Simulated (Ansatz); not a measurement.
**C4H7FO: up Jacob's ladder to CCSD(T)**

One table from this session's results is given with a row withheld; the runs are named, their logs left out.

Computed with Ansatz 0.2.0, Gaussian basis. Level: functionals in def2-TZVPP, the program's frozen cores in correlated methods.

Plan: PBE-D4, r2SCAN-D4, PBE0-D4, B3LYP-D4, ωB97X-V, ωB97M-V, B2PLYP; CCSD(T)/def2-TZVPP; MP2/def2-QZVPP; extrapolation to the limit.

## The relaxed structure

The geometry comes from an earlier relaxation with PBE0-D4 in a triple-zeta def2 set; it is a stationary point, not always the lowest conformer.

SMILES `C=C(F)C(C)O`, 13 atoms, charge 0, spin multiplicity 1.

Atoms are counted from 1 here; the program's logs count them from 0.

Bond lengths: C1–C2 1.319 Å, C1–H7 1.080 Å, C1–H8 1.082 Å, C2–F3 1.346 Å, C2–C4 1.501 Å, C4–C5 1.521 Å, C4–O6 1.406 Å, C4–H9 1.097 Å, C5–H10 1.095 Å, C5–H11 1.090 Å, C5–H12 1.091 Å, O6–H13 0.962 Å. Angles: C2–C1–H7 119.6°, C2–C1–H8 120.8°, H7–C1–H8 119.6°, C1–C2–F3 120.3°, C1–C2–C4 128.2°, F3–C2–C4 111.5°, C2–C4–C5 111.4°, C2–C4–O6 111.5°, C2–C4–H9 107.3°, C5–C4–O6 112.1°, C5–C4–H9 108.8°, O6–C4–H9 105.4°, C4–C5–H10 110.3°, C4–C5–H11 111.3°, C4–C5–H12 109.5°, H10–C5–H11 108.0°, H10–C5–H12 108.8°, H11–C5–H12 108.9° and more.

The first run:

Contents of in.yaml:

```yaml
crystal:
  periodic: [false, false, false]
  atoms:
    - {symbol: C, position_ang: [-0.874987, -1.758410, -0.521682]}
    - {symbol: C, position_ang: [0.158906, -1.007401, -0.194491]}
    - {symbol: F, position_ang: [1.394781, -1.332045, -0.617000]}
    - {symbol: C, position_ang: [0.171893, 0.242755, 0.636763]}
    - {symbol: C, position_ang: [0.820516, 1.398877, -0.107987]}
    - {symbol: O, position_ang: [-1.115729, 0.567990, 1.098250]}
    - {symbol: H, position_ang: [-1.855457, -1.508490, -0.145109]}
    - {symbol: H, position_ang: [-0.748220, -2.637622, -1.138649]}
    - {symbol: H, position_ang: [0.759236, 0.028732, 1.537721]}
    - {symbol: H, position_ang: [0.243297, 1.644363, -1.004944]}
    - {symbol: H, position_ang: [1.835608, 1.149554, -0.418533]}
    - {symbol: H, position_ang: [0.854107, 2.276449, 0.538970]}
    - {symbol: H, position_ang: [-1.623551, 0.900548, 0.351589]}
basis:
  gaussian: {orbitals: def2-TZVPP}
hamiltonian: {xc: pbe, dispersion: d4}
output: {forces: true, orbitals: {seedname: orbitals}}
```

The run is started by

```bash
$ ansatz run in.yaml --threads 4 --pin off --events-out ev --progress --plain --max-ram 10444MiB
```

Among the steps run: PBE-D4 (GGA); r2SCAN-D4 (meta-GGA); PBE0-D4 (hybrid); B3LYP-D4 (hybrid); ωB97X-V (range-separated); ωB97M-V (range-separated); B2PLYP (double hybrid); CCSD(T) in def2-TZVPP; MP2 in def2-QZVPP.

One table of the session follows, with a row left open; its other results are not shown here.

```
            method  atomisation energy (eV)
            PBE-D4                   56.527
         r2SCAN-D4                   55.132
           PBE0-D4                   55.297
          B3LYP-D4                   54.888
           ωB97X-V                   54.965
           ωB97M-V                   55.101
            B2PLYP                   54.387
     HF/def2-TZVPP                   39.756
    MP2/def2-TZVPP                        ?
   CCSD/def2-TZVPP                   52.700
CCSD(T)/def2-TZVPP                   53.574
           MP2/CBS                   56.023
       CCSD(T)/CBS                   54.905
```

Q: Estimate the row for MP2/def2-TZVPP from the others.

The run gave: atomisation energy (eV): 54.691. In the column «atomisation energy (eV)» it lies between B2PLYP (54.387) and B3LYP-D4 (54.888).

To keep in mind: Free atoms (4 C, 1 F, 1 O, 7 H) were run apart at each level; the atomisation energy is their sum less the molecule, without zero-point or spin-orbit terms.
